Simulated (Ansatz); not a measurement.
System: 1T (CdI2-type) HfS₂. Method: PBE (Ansatz, an electronic-structure program, plane waves, PAW).

Run with plane-wave cutoff 520 eV, 12×12×6 k mesh (along the axes of the cell as run), Fermi–Dirac smearing 0.01 eV, scalar-relativistic PAW data made under PBE.

Starting structure:

```yaml
crystal:
  lattice:
    - [3.63000, 0.00000, 0.00000]
    - [-1.81500, 3.14367, 0.00000]
    - [0.00000, 0.00000, 5.85000]
  atoms:
    - { symbol: Hf, position: [0.00000, 0.00000, 0.00000] }
    - { symbol: S, position: [0.33333, 0.66667, 0.25000] }
    - { symbol: S, position: [0.66667, 0.33333, 0.75000] }
```

**Question.** Into what structure does the relaxation of cell and atoms lead at this level, with the symmetry of the start kept?

**Answer.** The volume rises by 19 %; final space group P-3m1.
```yaml
crystal:
  lattice:
    - [3.65149, 0.00000, 0.00000]
    - [-1.82574, 3.16228, 0.00000]
    - [0.00000, 0.00000, 6.86323]
  atoms:
    - { symbol: Hf, position: [0.00000, 0.00000, 0.00000] }
    - { symbol: S, position: [0.33333, 0.66667, 0.21078] }
    - { symbol: S, position: [0.66667, 0.33333, 0.78922] }
```

Note: the cell comes from a level without a dispersion term, which matters for the spacing of layers, chains or molecules; the cell has widely spaced layers and the level no dispersion term, so their spacing and the moduli can rest on weak binding.
